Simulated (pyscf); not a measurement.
Cl–GeH₃ + H• → Cl–GeH₃ + H• (substitution at Ge; doublet surface; Ge–H broken, Ge–H formed). Optimised with ωB97X-D3(BJ)/def2-SVP in PySCF. MP2 and CC: frozen core, UHF for open shells. ΔMP2 is the change of the MP2 total energy from the triple- to the quadruple-zeta basis. Energies in kJ/mol from the separated reactants.

```json
[
 {"level": "ωB97X-D3(BJ)/def2-TZVP", "barrier": "?", "reaction energy": "0.0"},
 {"level": "r²SCAN/def2-TZVP", "barrier": "32.0", "reaction energy": "0.0"},
 {"level": "B3LYP-D3(BJ)/def2-TZVP", "barrier": "42.0", "reaction energy": "0.0"},
 {"level": "ωB97M-D3(BJ)/def2-TZVP", "barrier": "61.5", "reaction energy": "0.0"},
 {"level": "HF/def2-TZVP", "barrier": "122.7", "reaction energy": "0.0"},
 {"level": "MP2/def2-QZVPP", "barrier": "79.1", "reaction energy": "0.0"},
 {"level": "CCSD(T)/def2-TZVPP + ΔMP2(QZVPP)", "barrier": "?", "reaction energy": "0.0"}
]
```

What belongs in the gaps?


- ωB97X-D3(BJ)/def2-TZVP, barrier: 62.1
- CCSD(T)/def2-TZVPP + ΔMP2(QZVPP), barrier: 61.4

The same reactants have a lower exit, to Cl–GeH₂• + H₂ (barrier +13.0 kJ/mol at ωB97M-D3(BJ), against +61.5 kJ/mol here). One saddle was located; it need not be the lowest between these sides. The angle at the attacked Ge is 63° (front-side attack). The CCSD(T) − MP2 part came from Ansatz, without density fitting, on the same reference. The frozen core leaves the outer d or s,p core shells of the metals and heavy elements correlated in the MP2 and CC values, and def2-TZVPP describes them poorly, which can shift differences by a few kcal/mol. Elements up to Kr have no core potential and no relativistic terms here.
